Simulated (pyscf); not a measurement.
Thermochemistry of product channels of O=Cr(=O)(F)–F + H₂O on the singlet surface, in eV, from ωB97M-D3(BJ)/def2-TZVP energies (ideal gas, 1 atm, RRHO with modes under 100 cm⁻¹ raised to 100, one conformer, R ln 2 for chiral ones without a mode under 150 cm⁻¹). PySCF, gas phase, ωB97X-D3(BJ)/def2-SVP geometries.

```tsv
products	ΔE	ΔH(298 K)	ΔG(298 K)	ΔG(600 K)
O=Cr(=O)(OH)–F + HF	+0.10	+0.08	+0.07	+0.06
O=Cr(OH)(OH)(F)–F	+0.86	+0.91	+1.38	+1.84
```

These are energies of the channels, which say nothing of barriers.
